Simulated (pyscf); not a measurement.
Structures and frequencies: ωB97X-D3(BJ)/def2-SVP in PySCF. Correlated levels are frozen-core, on RHF or UHF. ΔMP2 is the change of the MP2 total energy from the triple- to the quadruple-zeta basis.

Question: PBE/def2-TZVP puts the barrier of HC≡C–CH₃ (SMILES C#CC) + HCl (SMILES Cl) → H₂C=C(CH₃)–Cl (SMILES C=C(C)Cl) (addition across a multiple bond or ene-type step; singlet surface; Cl–H broken, C–Cl, C–H formed) at 29.4 kcal/mol and the reaction energy at -34.3 kcal/mol, from the separated reactants. What do M06-2X/def2-TZVP, ωB97M-D3(BJ)/def2-TZVP, CCSD(T)/def2-TZVPP + ΔMP2(QZVPP) give on the same structures?

Answer: M06-2X: ΔE‡ = 39.2 kcal/mol, ΔE = -32.2 kcal/mol; ωB97M-D3(BJ): ΔE‡ = 37.6 kcal/mol, ΔE = -32.1 kcal/mol; CCSD(T): ΔE‡ = 41.5 kcal/mol, ΔE = -30.4 kcal/mol. PBE's barrier lies under all of them, by 8.3 to 12.2 kcal/mol. Its reaction energy lies under all of them, by 2.1 to 3.9 kcal/mol. Low barriers are usual for a GGA, whose delocalisation error favours stretched bonds. On the reactant side the descent ends in a complex, 4.5 kcal/mol under the separated species and 41.9 kcal/mol under the saddle at ωB97X-D3(BJ)/def2-TZVP. At ωB97X-D3(BJ) the barrier from the zero used here is 37.4 kcal/mol. This is the saddle that the search found; another between the same sides may lie lower. The CCSD(T) − MP2 part came from Ansatz, without density fitting, on the same reference.
